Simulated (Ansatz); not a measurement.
PH$_{4}$, doublet along the distance P1-H2

Starting geometry (PBE0/def2-TZVP stationary point for this spin, not checked as a minimum):

```yaml
atoms:
  - { symbol: P, position_ang: [0.0456, 0.0000, 0.0000] }
  - { symbol: H, position_ang: [0.1616, 0.0000, -1.5147] }
  - { symbol: H, position_ang: [-0.8626, 1.0782, 0.0000] }
  - { symbol: H, position_ang: [-0.8626, -1.0782, 0.0000] }
  - { symbol: H, position_ang: [0.1616, 0.0000, 1.5147] }
```

From there H2 moves along the line of the two atoms named below, all else staying in place; atoms are numbered as listed. Energies are in kJ/mol, counted from the starting geometry at the same level. Kohn–Sham curves are unrestricted where that lies lower.

Basis cc-pVDZ; Ansatz 0.2.0. Only valence electrons are correlated (noble-gas cores frozen). Prefix R: restricted or restricted open-shell reference. Active spaces: valence = (9e, 8o) chosen from the atoms' valence shells.

Runs in a small pair space aren't shown, since their orbitals change along the scan.

Full CI isn't at hand for all of this; RCCSDTQ serves as the reference, and is uncertain by the last step of the cluster series or more.

```
distance P1-H2 (Å)  RCCSDTQ  curve A  curve B  curve C  curve D
             1.373     20.1     20.0     21.3     22.2     15.3
             1.519      0.0      0.0      0.0      0.0      0.0
             1.690      4.6      4.6      4.1      2.6     10.1
             2.054     26.2     27.7     28.2     21.5     10.1
             2.864     25.0     35.4     28.1     19.3    -22.9
             4.046     21.9     35.2     23.2     15.5    -29.0
```

Task: The curves come from B2PLYP, NEVPT2 (valence space), RHF, RPA-PBE. Compare each with RCCSDTQ and say which is which.

Result: A: B2PLYP, B: RPA-PBE, C: NEVPT2 (valence space), D: RHF. Spread of the error against RCCSDTQ, over the points where both stand: A 13.4, B 3.6, C 8.5, D 56.4 kJ/mol. 

In so small a basis the reference is far from its limit. A double hybrid takes much of its correlation from a semilocal functional, which needs less basis, so its difference from the reference holds the reference's basis and frozen-core error beside its own.
